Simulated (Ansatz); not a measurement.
Rutile CrO₂

Computed with PBE+U (ortho-atomic projectors) in Ansatz (PAW).

Run with plane-wave cutoff 500 eV, 10×10×14 k mesh (along the axes of the cell as run), Fermi–Dirac smearing 0.05 eV, U_eff Cr 3.7 eV, spin-polarised with parallel moments, scalar-relativistic PAW data made under PBE.

Cell (relaxed at this level):

```cif
data_Cr2O4
_chemical_formula_sum 'Cr2 O4'
_space_group_name_H-M_alt 'P42/mnm'
_space_group_IT_number 136
_space_group_name_Hall '-P 4n 2n'
_cell_length_a 4.48005
_cell_length_b 4.48005
_cell_length_c 2.97144
_cell_angle_alpha 90.000
_cell_angle_beta 90.000
_cell_angle_gamma 90.000
loop_
_atom_site_label
_atom_site_type_symbol
_atom_site_symmetry_multiplicity
_atom_site_Wyckoff_symbol
_atom_site_fract_x
_atom_site_fract_y
_atom_site_fract_z
_atom_site_occupancy
Cr1 Cr 2 a 0.00000 0.00000 0.00000 1
O1 O 4 f 0.30327 0.30327 0.00000 1
```

```
Property                                           Value
-----------------------------------------------  -------
magnetic moment (largest site, within a sphere)  2.09 μB
```

Note: the run warned that the count of filled bands differs between k points.

Moments are spin moments.

The computed numbers hold no vibrational or temperature effects.

It cost roughly 7 core-minutes of CPU time.

Ansatz is a quantum-chemistry and plane-wave program.
